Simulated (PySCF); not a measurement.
Species: N-methylmethanimine, C2H5N.
Z-matrix (Å and degrees, PBE0-D3(BJ)/def2-TZVP geometry), rows numbered from 1:
```
C 
N   1  1.2570
C   2  1.4391  1  117.96
H   1  1.0895  2  119.40  3   179.96
H   1  1.0998  2  123.24  3     0.05
H   3  1.0998  2  113.69  1    -0.05
H   3  1.0932  2  109.01  1   121.89
H   3  1.0931  2  109.02  1  -122.01
```

Level: wB97X-D/pcSseg-2 in PySCF, non-relativistic, on one gas-phase PBE0-D3(BJ)/def2-TZVP geometry that isn't relaxed in the solvent. The solvent is an IEF-PCM continuum (Bondi radii, 1.10 Å for H, scaled by 1.2). Only the electrostatic response of the medium enters.

Gas phase at wB97X-D/pcSseg-2: HOMO -9.28 eV, LUMO 1.53 eV, dipole 1.58 D.

Q: What does the continuum do to the energy, the frontier levels and the dipole at wB97X-D/pcSseg-2 in chloroform?

A: 
```json
{"solvent": "chloroform", "ε": "4.711", "E(solvent) − E(gas) (kcal/mol)": "-2.58", "polarisation term (kcal/mol)": "-2.96", "distortion of the solute (kcal/mol)": "0.38", "HOMO (eV)": "-9.36", "LUMO (eV)": "1.56", "dipole (D)": "1.99"}
```

Polarisation term: ½ Σ q·V over the induced surface charges. Distortion: the rise of the solute's own energy as its density leaves the gas-phase optimum.

Q: Which radius a makes the point-dipole formula ΔE = −[(ε − 1)/(2ε + 1)]·μ²/a³ give the value in chloroform, with the gas-phase dipole?

A: μ = 0.622 au and |ΔE| = 0.00411 Eh give a = 1.71 Å; the farthest nucleus lies 2.33 Å from the centroid of the nuclei, so such a sphere wouldn't even hold the nuclei. The formula assumes a rigid point dipole at the centre of a sphere.

The pairwise dispersion term of wB97X-D wasn't added to the energies; at a given geometry it leaves orbitals and properties as they are.
